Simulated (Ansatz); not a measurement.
# FH₂MgN: a ladder of functionals and wavefunction methods

An exercise on one series of results from a longer session: the logs are not shown, and one member is left open.

Program: Ansatz 0.2.0, Gaussian basis. Level of theory: functionals in def2-TZVPP, the program's frozen cores in correlated methods. These are calculated values, not measurements.

Plan: LDA (SPW92), PBE-D4, revPBE-D4, BLYP-D4, r2SCAN-D4, B97M-V, PBE0-D4, B3LYP-D4, r2SCANh-D4, r2SCAN0-D4, HSE06-D4, BHLYP-D4, CAM-B3LYP-D4, LC-ωPBE, ωB97X-V, ωB97M-V, B2PLYP, PBE-QIDH; CCSD(T)/def2-SVP; CCSD(T)/def2-TZVPP; MP2/def2-QZVPP; extrapolation to the limit; RPA on PBE.

## The relaxed structure

All runs share one geometry, relaxed beforehand with PBE0-D4 in a triple-zeta def2 set.

SMILES `[NH2][Mg][F]`, 5 atoms, charge 0, spin multiplicity 1.

Atoms are counted from 1 here; the program's logs count them from 0.

Bond lengths: N1–Mg2 1.876 Å, N1–H4 1.009 Å, N1–H5 1.009 Å, Mg2–F3 1.755 Å. Angles: Mg2–N1–H4 126.3°, Mg2–N1–H5 126.3°, H4–N1–H5 107.3°, N1–Mg2–F3 180.0°.

The first run:

The input, in.yaml:

```yaml
crystal:
  periodic: [false, false, false]
  atoms:
    - {symbol: N, position_ang: [-0.550534, 0.605940, -0.218884]}
    - {symbol: Mg, position_ang: [0.668075, -0.744508, 0.240084]}
    - {symbol: F, position_ang: [1.808295, -2.007923, 0.669364]}
    - {symbol: H, position_ang: [-0.549281, 1.554107, 0.125029]}
    - {symbol: H, position_ang: [-1.326755, 0.518785, -0.856993]}
basis:
  gaussian: {orbitals: def2-TZVPP}
hamiltonian: {xc: lda}
output: {orbitals: {seedname: orbitals}}
```

Steps of the session up to this table: LDA; PBE-D4 (GGA); revPBE-D4 (GGA); BLYP-D4 (GGA); r2SCAN-D4 (meta-GGA); B97M-V (meta-GGA); PBE0-D4 (hybrid); B3LYP-D4 (hybrid); r2SCANh-D4 (hybrid); r2SCAN0-D4 (hybrid); HSE06-D4 (hybrid); BHLYP-D4 (hybrid); CAM-B3LYP-D4 (range-separated); LC-ωPBE-D4 (range-separated; the results give it without D4); ωB97X-V (range-separated); ωB97M-V (range-separated); B2PLYP (double hybrid); PBE-QIDH (double hybrid).

One table of the session follows, with a row left open; its other results are not shown here.

It belongs to the step «Orbital energies across the functionals». 

```
  functional  HOMO (eV)  LUMO (eV)  gap (eV)
 LDA (SPW92)      -5.45      -2.11      3.34
      PBE-D4      -5.25      -1.94      3.31
   revPBE-D4      -5.17      -1.83      3.34
     BLYP-D4      -5.15      -1.98      3.17
   r2SCAN-D4          ?          ?         ?
      B97M-V      -5.49      -1.86      3.63
     PBE0-D4      -6.61      -1.21      5.39
    B3LYP-D4      -6.39      -1.55      4.84
  r2SCANh-D4      -6.00      -1.21      4.80
  r2SCAN0-D4      -6.78      -0.90      5.88
    HSE06-D4      -6.20      -1.56      4.63
    BHLYP-D4      -7.91      -0.72      7.19
CAM-B3LYP-D4      -8.09      -0.55      7.54
     LC-ωPBE      -9.50       0.63     10.12
     ωB97X-V      -9.10       0.45      9.55
     ωB97M-V      -9.02       0.03      9.05
```

**Question.** Estimate the row for r2SCAN-D4.

Worked estimate for «HOMO (eV)». Against the share of exact exchange, r2SCANh-D4 (0.1, -6.00), r2SCAN0-D4 (0.25, -6.78) give a slope of -5.20 per unit share; at 0 the line stands at -5.48.

The run gave: HOMO (eV): -5.49; LUMO (eV): -1.42; gap (eV): 4.06. In «HOMO (eV)» the line misses by +0.01.
